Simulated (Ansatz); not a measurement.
We consider antifluorite Mg2Sn, described by PBEsol+SOC (PAW; Ansatz, a program for electronic structure).

Numerical settings: plane-wave cutoff 520 eV, 10×10×10 k mesh, Fermi–Dirac smearing 0.01 eV, PAW data made under PBE.

Pressure at four volumes; x = ln(V/25.572 Å³). One pressure is withheld.

```json
[
 {"V (Å³/atom)": "24.037", "x": "-0.0619", "P (GPa)": "3.05"},
 {"V (Å³/atom)": "25.572", "x": "0.0000", "P (GPa)": "0.00"},
 {"V (Å³/atom)": "26.594", "x": "0.0392", "P (GPa)": "-1.57"},
 {"V (Å³/atom)": "27.106", "x": "0.0583", "P (GPa)": "?"}
]
```

Problem. Pass a parabola P(x) through the three rows shown, estimate the bulk modulus and its pressure derivative near zero pressure, and predict the withheld pressure.

Solution. Slopes between the rows: (0.00 − (3.05))/(0.0000 − (-0.0619)) = -49.27 and (-1.57 − (0.00))/(0.0392 − (0.0000)) = -40.05 GPa. Their difference over the span 0.1011 is c = 9.22/0.1011 = 91.2 GPa, so P(x) = 3.05 + (-49.27)(x − (-0.0619)) + 91.2 (x − (-0.0619))(x − (0.0000)). At the middle row B = −dP/dx = −[-49.27 + 91.2 × 0.0619] = 43.6 GPa, and B′ = dB/dP = 2c/B = 4.2. At x = 0.0583 the parabola gives -2.23 GPa; the run gives -2.24 GPa. The Birch–Murnaghan fit to the energies at all volumes has B0 = 43.3 GPa and B′ = 4.1.

Note: this level leaves the solid without a gap, although one is measured.
